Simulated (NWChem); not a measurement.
The numbers come from NWChem runs, not from measurements. System: diphosphorus (P2), charge 0, spin multiplicity 1, at a geometry optimised with PBE0/def2-SVP. Level: PBE/6-31G* (spherical d).

The NWChem input:

```
start mol
memory heap 200 mb stack 900 mb global 1100 mb
geometry units angstroms nocenter noautoz
  P      0.000000     0.000000     0.945544
  P      0.000000     0.000000    -0.945544
  symmetry group D2h
end
basis spherical
  * library 6-31g*
end
dft
  xc xpbe96 cpbe96
  semidirect memsize 60000000 filesize 0
  iterations 100
end
property
  dipole
  response 1 0.0773
end
task dft property
```

NWChem printed:

```
             Northwest Computational Chemistry Package (NWChem) 7.3.0
             --------------------------------------------------------

                                NWChem Input Module
                                -------------------

 Scaling coordinates for geometry "geometry" by  1.889725989
 (inverse scale =  0.529177249)

 Turning off AUTOSYM since
 SYMMETRY directive was detected!

                             Geometry "geometry" -> ""
                             -------------------------

 Output coordinates in angstroms (scale by  1.889725989 to convert to a.u.)

  No.       Tag          Charge          X              Y              Z
 ---- ---------------- ---------- -------------- -------------- --------------
    1 P                   15.0000     0.00000000     0.00000000     0.94554400
    2 P                   15.0000     0.00000000     0.00000000    -0.94554400

 Effective nuclear repulsion energy (a.u.)      62.9610473045

            Nuclear Dipole moment (a.u.)
            ----------------------------
        X                 Y               Z
 ---------------- ---------------- ----------------
     0.0000000000     0.0000000000     0.0000000000

      Symmetry information
      --------------------

 Group name             D2h
 Group number             26
 Group order               8
 No. of unique centers     1

      Symmetry unique atoms

     1


 Summary of "ao basis" -> "" (spherical)
 ------------------------------------------------------------------------------
       Tag                 Description            Shells   Functions and Types
 ---------------- ------------------------------  ------  ---------------------
 *                           6-31g*                   on all atoms

  pbe96 is a nonlocal functional; adding pw91lda local functional.
                              NWChem Property Module
                              ----------------------

                                 NWChem DFT Module
                                 -----------------

 Summary of "ao basis" -> "ao basis" (spherical)
 ------------------------------------------------------------------------------
       Tag                 Description            Shells   Functions and Types
 ---------------- ------------------------------  ------  ---------------------
 P                           6-31g*                  8       18   4s3p1d

 Summary of "ao basis" -> "ao basis" (spherical)
 ------------------------------------------------------------------------------
       Tag                 Description            Shells   Functions and Types
 ---------------- ------------------------------  ------  ---------------------
 P                           6-31g*                  8       18   4s3p1d

            General Information
            -------------------
          SCF calculation type: DFT
          Wavefunction type:  closed shell.
          No. of atoms     :     2
          No. of electrons :    30
           Alpha electrons :    15
            Beta electrons :    15
          Charge           :     0
          Spin multiplicity:     1
          Use of symmetry is: off; symmetry adaption is: off
          Maximum number of iterations: 100
          AO basis - number of functions:    36
                     number of shells:    16
          Convergence on energy requested:  1.00D-06
          Convergence on density requested:  1.00D-05
          Convergence on gradient requested:  5.00D-04

              XC Information
              --------------
[...]
     7      0.352580  1 P  px                25     -0.352574  2 P  px
    12      0.334679  1 P  py                30     -0.334673  2 P  py
    11      0.329984  1 P  px                29     -0.329978  2 P  px
     4     -0.130776  1 P  py                22      0.130774  2 P  py

 Vector   17  Occ=0.000000D+00  E=-1.231633D-01
              MO Center= -8.5D-10,  5.3D-11,  2.4D-05, r^2= 3.2D+00
   Bfn.  Coefficient  Atom+Function         Bfn.  Coefficient  Atom+Function
  ----- ------------  ---------------      ----- ------------  ---------------
     7      0.357597  1 P  px                25     -0.357590  2 P  px
     8     -0.352580  1 P  py                26      0.352574  2 P  py
    11      0.334679  1 P  px                29     -0.334673  2 P  px
    12     -0.329984  1 P  py                30      0.329978  2 P  py
     3     -0.130776  1 P  px                21      0.130774  2 P  px

 Vector   18  Occ=0.000000D+00  E= 3.782964D-02
              MO Center= -3.7D-09, -4.6D-09, -1.0D-05, r^2= 5.2D+00
   Bfn.  Coefficient  Atom+Function         Bfn.  Coefficient  Atom+Function
  ----- ------------  ---------------      ----- ------------  ---------------
    10      1.730912  1 P  s                 28     -1.730912  2 P  s
    13     -1.529790  1 P  pz                31     -1.529799  2 P  pz
     9     -0.338203  1 P  pz                27     -0.338193  2 P  pz
     6      0.246830  1 P  s                 24     -0.246829  2 P  s
     2     -0.126398  1 P  s                 20      0.126398  2 P  s

 center of mass
 --------------
 x =   0.00000000 y =   0.00000000 z =   0.00000000

 moments of inertia (a.u.)
 ------------------
         197.781234074097           0.000000000000           0.000000000000
           0.000000000000         197.781234074097           0.000000000000
           0.000000000000           0.000000000000           0.000000000000

     Multipole analysis of the density
     ---------------------------------

     L   x y z        total         alpha         beta         nuclear
     -   - - -        -----         -----         ----         -------
     0   0 0 0     -0.000000    -15.000000    -15.000000     30.000000

     1   1 0 0     -0.000000     -0.000000     -0.000000      0.000000
     1   0 1 0     -0.000000     -0.000000     -0.000000      0.000000
     1   0 0 1      0.000224      0.000112      0.000112      0.000000

     2   2 0 0    -19.035273     -9.517636     -9.517636      0.000000
     2   1 1 0     -0.000000     -0.000000     -0.000000      0.000000
     2   1 0 1     -0.000000     -0.000000     -0.000000      0.000000
     2   0 2 0    -19.035273     -9.517636     -9.517636      0.000000
     2   0 1 1     -0.000000     -0.000000     -0.000000      0.000000
     2   0 0 2    -19.403956    -57.592814    -57.592814     95.781672

 *** CALLING NEW AORESP DRIVER FOR CLOSED AND OPEN SHELLS ***
 Entering AOResponse driver routine

--------------------------------------------------------------------------------

          ****************
          *** RESPONSE ***
          ****************

 Response module for NWChem and dynamic CPKS solver

          -----------------------------------------------
          Solving response equations for perturbing field
          -----------------------------------------------

 number of frequencies:     1
 frequency in a.u.:  0.7730000E-01
 Perturbing field: electric
 Using El. Dipole Length Gauge

 Setting up CPKS with frequency omega =      0.07730000 a.u.

                            NWChem Dynamic CPHF Module
                            --------------------------

    scftype = RHF
    nclosed =   15
      nopen =    0
  variables =      630
  num. vecs =        3
  tolerance =   1.0D-04
  max. iter =   50

  int2e_file: Failed to allocate cache ... halving
 SCF residual:    8.3653758706040492E-005

Iterative solution of linear equations
  No. of variables      630
  No. of equations        3
  Maximum subspace       30
       Convergence  1.0D-04

 ga_lkain filestub:cphf_sol
 ga_lkain filesoln:./mol.cphf_sol

   iter   nsub   residual    time
   ----  ------  --------  ---------
     1      3    4.61D+01       1.6
     2      6    2.46D+00       1.9
     3      9    1.48D-01       2.2
     4     12    2.38D-02       2.6
     5     15    5.78D-04       2.9
     6     18    1.22D-05       3.2

 Electric Dipole Response Matrix (nonzero elements):

              1        2        3
    1   22.6411  -0.0000  -0.0000
    2   -0.0000  22.6411  -0.0000
    3   -0.0000  -0.0000  69.2124

 ------------------------------------------
 average:        38.16488 + I       0.00000

 DFT Linear Response polarizability / au
 Frequency  =       0.0773000 / au
 Wavelength =     589.4353558 / nm
              X              Y              Z
 -----------------------------------------------
 X      22.6411382     -0.0000000     -0.0000002
 Y      -0.0000000     22.6411382     -0.0000002
 Z      -0.0000002     -0.0000002     69.2123684
 -----------------------------------------------
 Eigenvalues =      22.6411382     22.6411382     69.2123684
 Isotropic   =      38.1648816
 Anisotropic =      46.5712301
 -----------------------------------------------

 Magnetic Dipole Response Matrix (nonzero elements):
 Optical rotation tensor Beta

              1        2        3
    1    0.0000  -0.0033  -0.0000
    2    0.0033  -0.0000   0.0000
    3    0.0000  -0.0000  -0.0000

 ------------------------------------------
 average:         0.00000 + I       0.00000

 Exiting AOResponse driver routine

          -------------
          Dipole Moment
          -------------

 Center of charge (in au) is the expansion point
         X =       0.0000000 Y =       0.0000000 Z =       0.0000000

   Dipole moment        0.0002244714 A.U.
             DMX       -0.0000000299 DMXEFC        0.0000000000
             DMY       -0.0000000354 DMYEFC        0.0000000000
             DMZ        0.0002244714 DMZEFC        0.0000000000
   -EFC- dipole         0.0000000000 A.U.
   Total dipole         0.0002244714 A.U.

   Dipole moment        0.0005705538 Debye(s)
             DMX       -0.0000000759 DMXEFC        0.0000000000
             DMY       -0.0000000899 DMYEFC        0.0000000000
             DMZ        0.0005705538 DMZEFC        0.0000000000
   -EFC- dipole         0.0000000000 DEBYE(S)
   Total dipole         0.0005705538 DEBYE(S)

 1 a.u. = 2.541766 Debyes

 Task  times  cpu:        3.2s     wall:        3.2s

 Total times  cpu:        3.3s     wall:        3.3s
```
